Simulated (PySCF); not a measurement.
# C3H4FN: NMR shifts and spin-spin couplings

What NMR shifts and spin-spin couplings should C3H4FN (`FCC1=NC1`) show?

Programs: PySCF 2.14.0, with density-fitted response routines of our own. Each step states its level of theory. These are calculated values for one molecule in the gas phase, unless marked as measured. Atoms are numbered from 0 throughout.

## (1) The starting structure

9 atoms, charge 0, multiplicity 1; geometry from: GFN2-xTB, dihedral held. The dihedral F0–C1–C2–C4 is held at 60°.

Bonds of the start (Å): F0–C1 1.37, C1–C2 1.47, C2–N3 1.25, N3–C4 1.50, C4–C2 1.45, C1–H5 1.10, C1–H6 1.10, C4–H7 1.08, C4–H8 1.08.

## (2) Nuclear shieldings: PBE0/pcSseg-1

Job settings and geometry (Å):

```
{"job": {"kind": "nmr", "xc": "PBE0", "basis": "pcSseg-1", "pop": true}, "charge": 0, "multiplicity": 1}
F      1.573114     0.619527     1.151896
C      1.284978    -0.236224     0.118206
C     -0.132419    -0.178413    -0.249278
N     -1.121746    -0.861296    -0.607517
C     -1.243779     0.630228    -0.723956
H      1.568057    -1.244497     0.443338
H      1.891620     0.076436    -0.743033
H     -1.886815     1.133211    -0.015425
H     -1.225506     1.047266    -1.722255
```

Method: GIAO PBE0/pcSseg-1 NMR shielding, non-relativistic, gas phase.

**Question.** This job is followed by: B3LYP/pcJ-1 indirect spin-spin coupling, non-relativistic, gas phase. What will the session give for the following? ¹³C shifts against TMS (PBE0/pcSseg-1); ¹H shifts against TMS (PBE0/pcSseg-1); ¹⁹F shifts against CFCl3 (PBE0/pcSseg-1); ¹⁵N shifts against NH3 (PBE0/pcSseg-1); largest coupling of the table (B3LYP/pcJ-1).

As calculated:

| quantity | value |
| --- | --- |
| ¹³C shifts against TMS (PBE0/pcSseg-1) | 178.4, 80.8, 22.0 ppm |
| ¹H shifts against TMS (PBE0/pcSseg-1) | 6.17, 5.81, 1.78, 1.13 ppm |
| ¹⁹F shifts against CFCl3 (PBE0/pcSseg-1) | -267.1 ppm |
| ¹⁵N shifts against NH3 (PBE0/pcSseg-1) | 333.7 ppm |
| largest coupling of the table (B3LYP/pcJ-1) | ¹J(F,C) F0–C1, -225.7 Hz |

**Reading.** Shifts at one fixed geometry are not the observed spectrum, which averages over the motion. The geometry holds a dihedral fixed, so it need not be a minimum. At PBE0/pcSseg-1: The widest tensor belongs to N3: span 692 ppm, with a paramagnetic part of -393 ppm. In the run at B3LYP/pcJ-1, the largest coupling of the table is F0–C1, -225.7 Hz, of which the Fermi-contact term gives -279.7 Hz.
